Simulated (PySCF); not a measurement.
C₃H₉N, SMILES `CN(C)C`, neutral singlet in the gas phase. 

Cartesian coordinates (Å):
```xyz
13

C      1.2818    -0.4875     0.2181
N      0.0646    -0.0646    -0.4394
C     -1.0725    -0.8792    -0.0708
C     -0.1914     1.3488    -0.2688
H      1.4840    -1.5480    -0.0012
H      1.2459    -0.3745     1.3283
H      2.1369     0.1028    -0.1481
H     -0.8681    -1.9394    -0.2899
H     -1.9597    -0.5787    -0.6507
H     -1.3369    -0.8044     1.0113
H      0.6650     1.9375    -0.6346
H     -1.0795     1.6473    -0.8484
H     -0.3701     1.6399     0.7942
```
Charge 0, multiplicity 1.

All levels are single points at this geometry (B3LYP-D3(BJ)/def2-SVP); Pople sets use spherical d functions. Orbital energies aren't observables, and empty levels follow the basis.

HF/STO-3G in PySCF gives gap (eV) = 24.26.

Task: Estimate the gap (eV) from each of these levels: PBE-D3(BJ)/def2-TZVP in PySCF; ωB97X-D3(BJ)/def2-TZVP in PySCF; BP86/6-31G* in PySCF; PBE/6-31G* in PySCF; HF/3-21G in PySCF.

Result: 
```tsv
level	gap (eV)
PBE-D3(BJ)/def2-TZVP in PySCF	5.10
ωB97X-D3(BJ)/def2-TZVP in PySCF	11.50
BP86/6-31G* in PySCF	6.09
PBE/6-31G* in PySCF	6.05
HF/3-21G in PySCF	15.98
```
